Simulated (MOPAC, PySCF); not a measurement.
Scan of BF3, singlet: umbrella (inversion) coordinate, bond length relaxed. Scanned: angle between the B-F bonds and the threefold axis (90 = planar). Other coordinates (B-F bond length) were minimised at B3LYP/def2-TZVP.

wB97X-V/cc-pVDZ (PySCF); MP2 on RHF/cc-pVDZ, 4 core orbitals frozen (PySCF); PM6, restricted, heats of formation (MOPAC); CCSD(T) on RHF/cc-pVDZ, 4 core orbitals frozen (PySCF).

Energies relative to the lowest point of each profile, in mEh:

| a / ° | wB97X-V | MP2 | PM6 |
|---|---|---|---|
| 90 | 0.0 | 0.0 | 0.0 |
| 99 | 12.9 | 13.8 | 6.4 |
| 105 | 36.1 | 38.6 | 18.2 |
| 108 | 52.4 | 56.0 | 26.8 |
| 111 | 72.2 | 76.9 | 37.5 |
| 114 | 95.8 | 101.8 | 50.7 |
| 117 | 123.8 | 131.1 | 66.9 |
| 120 | 156.7 | 165.3 | 86.9 |
| 123 | 195.2 | 205.1 | 111.8 |
| 126 | 240.2 | 251.2 | 142.7 |
| 129 | 292.5 | 304.2 | 181.1 |
| 132 | 353.1 | 364.9 | 228.8 |

**Question.** What does CCSD(T) give at the same points?

**Answer.** 90: 0.0; 99: 13.8; 105: 38.5; 108: 55.8; 111: 76.7; 114: 101.4; 117: 130.5; 120: 164.3; 123: 203.6; 126: 249.0; 129: 301.0; 132: 360.1 (mEh).
